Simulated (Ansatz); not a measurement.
# BH2 radical (SMILES [BH2]): a rigid scan of the bond length B1–H3

Aim: the energy along the bond length B1–H3, from CCSD(T) and from cheaper methods, relative to the minimum. No other atom is relaxed.

Method: single points in def2-TZVPP; program: Ansatz 0.2.0, Gaussian basis.

Levels: PBE-D4, r2SCAN-D4, PBE0-D4, B3LYP-D4, wB97M-V, Hartree-Fock, MP2, CCSD, CCSD(T). The scan takes 0.977, 1.027, 1.101, 1.187, 1.282, 1.384, 1.493, 1.608, 1.727 Å.

Correlated methods freeze the cores. Orbitals are unrestricted. B3LYP uses VWN-RPA correlation.

19 further runs of the same task are left out: 19 set aside as unsound or not needed.

## Step 1: The starting structure

The minimum, relaxed at PBE0-D4: SMILES `[BH2]`, 3 atoms, charge 0, spin multiplicity 2.

Atoms are counted from 1 here; the program's logs count them from 0.

Bond lengths: B1–H2 1.191 Å, B1–H3 1.191 Å. Angles: H2–B1–H3 129.5°.

Geometry (Å):

```
B     0.2647   -0.1674    0.1295
H     0.2924    1.0151    0.2710
H    -0.5571   -0.8477   -0.4006
```

Energies of the minimum (eV), from earlier single points: PBE-D4 -704.32665, r2SCAN-D4 -705.23541, PBE0-D4 -704.64219, B3LYP-D4 -706.05944, wB97M-V -705.07266, CCSD(T) -703.78205.

At the minimum the bond length B1–H3 is 1.191 Å.

## Step 2: B1–H3 = 0.977 Å

ccsdt-tzvpp/in.yaml

```yaml
crystal:
  periodic: [false, false, false]
  atoms:
    - {symbol: B, position_ang: [0.264671, -0.167405, 0.129534]}
    - {symbol: H, position_ang: [0.292401, 1.015071, 0.271046]}
    - {symbol: H, position_ang: [-0.409286, -0.725325, -0.305251]}
basis:
  gaussian: {orbitals: def2-TZVPP}
magnetization: {spin_polarized: true, initial_magnetization: 1}
correlation: {method: ccsd_t}
scf: {omitted_lower_state_checks: [cluster_reference]}
```

The command line of these runs was not kept.

After this run come: B1–H3 = 1.027 Å; B1–H3 = 1.101 Å; B1–H3 = 1.187 Å; B1–H3 = 1.282 Å; B1–H3 = 1.384 Å; B1–H3 = 1.493 Å; B1–H3 = 1.608 Å; B1–H3 = 1.727 Å.

What does the calculation give? Wanted: highest point, CCSD(T); lowest point, CCSD(T); minimum along the scan, CCSD(T); RMS deviation from CCSD(T); largest T1 diagnostic.

As calculated:

```
                       quantity                                                                                                            value
         highest point, CCSD(T)                                                                                         36.4 kcal/mol at 1.727 Å
          lowest point, CCSD(T)                                                                                          0.0 kcal/mol at 1.187 Å
minimum along the scan, CCSD(T)                                                                                                          1.188 Å
                curvature there                                                                                                       24.3 eV/Å²
     RMS deviation from CCSD(T)  PBE-D4 1.3, r2SCAN-D4 0.1, PBE0-D4 0.2, B3LYP-D4 0.3, wB97M-V 0.7, Hartree-Fock 1.8, MP2 1.4, CCSD 0.2 kcal/mol
          largest T1 diagnostic                                                                                                            0.020
```

In words: A polynomial through the near points puts the CCSD(T) minimum 0.003 Å below the PBE0-D4 value. The third derivative is negative, the usual anharmonicity of a bond. Curvature against CCSD(T): PBE-D4 -5 %, Hartree-Fock +6 %. Best along the scan: r2SCAN-D4. Worst: Hartree-Fock.
